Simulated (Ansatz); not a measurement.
A calculation with Ansatz (development build ahead of 0.2.0).

```yaml
crystal:
  periodic: [false, false, false]
  atoms:
    - { symbol: "N", position_ang: [0.025, -0.01265, -0.50746] }
    - { symbol: "N", position_ang: [-0.00095, -0.04904, 0.53918] }
basis:
  gaussian: { orbitals: "6-31G" }
hamiltonian:
  xc: hf
```

The input is written out in the form of the current development build from the run's settings.

Output:

```yaml
Converged: yes
Total_energy: -108.86165 hartree
Spin_squared_of_the_determinant: 0.000
```
